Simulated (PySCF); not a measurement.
Species: C₃H₉PS.
Atom-mapped SMILES: `[CH3:1][P:2]([CH3:3])([CH3:4])=[S:5]` (hydrogens: H6, H7, H8 on C1; H9, H10, H11 on C3; H12, H13, H14 on C4)

Geometry (PBE0-D3(BJ)/def2-SVP, Å), atoms numbered from 1 in this order:
```xyz
14
C3H9PS angstrom
C     -0.695    1.571   -0.422
P      0.157    0.230    0.472
C      1.546   -0.228   -0.616
C     -0.988   -1.184    0.362
S      0.685    0.697    2.288
H     -0.974    1.274   -1.444
H     -1.593    1.850    0.147
H     -0.025    2.442   -0.455
H      2.060   -1.093   -0.174
H      1.208   -0.472   -1.635
H      2.253    0.613   -0.646
H     -1.260   -1.412   -0.679
H     -1.890   -0.945    0.943
H     -0.504   -2.057    0.823
```

All values: CAM-B3LYP/def2-SVPD (PySCF, non-relativistic), on one gas-phase PBE0-D3(BJ)/def2-SVP geometry that isn't relaxed in the solvent. The solvent is an IEF-PCM continuum (cavity from Bondi-type radii × 1.2), and excitations are vertical TDDFT with non-equilibrium linear response and a frozen core. The model holds no explicit solvent molecules, cavitation or dispersion.

Gas-phase singlets (H = HOMO, L = LUMO):

```tsv
state	E (eV)	λ (nm)	f	leading configuration
S1	5.940	209	0.070	H→L 84%
S2	5.942	209	0.070	H-1→L 85%
S3	6.128	202	0.000	H→L+3 80%
S4	6.130	202	0.000	H-1→L+3 80%
S5	6.596	188	0.000	H→L+5 20%
```

Task: Give the list for benzene (ε = 2.271), n² = 2.25.

Result: 
| state | E (eV) | λ (nm) | f | leading configuration | change by rank (eV) |
| --- | --- | --- | --- | --- | --- |
| S1 | 6.081 | 204 | 0.094 | H→L 50% | +0.141 |
| S2 | 6.083 | 204 | 0.094 | H-1→L 50% | +0.141 |
| S3 | 6.308 | 197 | 0.028 | H→L+1 43% | +0.180 |
| S4 | 6.310 | 197 | 0.028 | H-1→L+1 44% | +0.180 |
| S5 | 6.810 | 182 | 0.000 | H→L+4 30% | +0.214 |

Task: How does the list change in chloroform (ε = 4.711)?

Result: 
| state | E (eV) | λ (nm) | f | leading configuration | change by rank (eV) |
| --- | --- | --- | --- | --- | --- |
| S1 | 6.129 | 202 | 0.085 | H→L+1 47% | +0.189 |
| S2 | 6.131 | 202 | 0.085 | H-1→L+1 47% | +0.189 |
| S3 | 6.441 | 193 | 0.048 | H→L 40% | +0.313 |
| S4 | 6.443 | 192 | 0.047 | H-1→L 40% | +0.313 |
| S5 | 6.922 | 179 | 0.000 | H→L+4 40% | +0.326 |

Task: How do the frontier levels move from gas to chloroform?

Result: 
```csv
orbital,gas (eV),solvent (eV),change (eV)
LUMO+2,1.94,2.21,+0.27
LUMO+1,1.94,1.75,-0.19
LUMO,0.86,1.14,+0.28
HOMO,-7.56,-7.89,-0.33
HOMO-1,-7.57,-7.89,-0.32
HOMO-2,-10.77,-10.94,-0.17
HOMO-3,-11.72,-11.47,+0.25
```

The HOMO–LUMO gap goes from 8.42 to 9.03 eV. Rows go by rank; for LUMO+1 and LUMO+2 the atom shares or the degeneracy differ between the runs, so the row needn't follow one orbital.
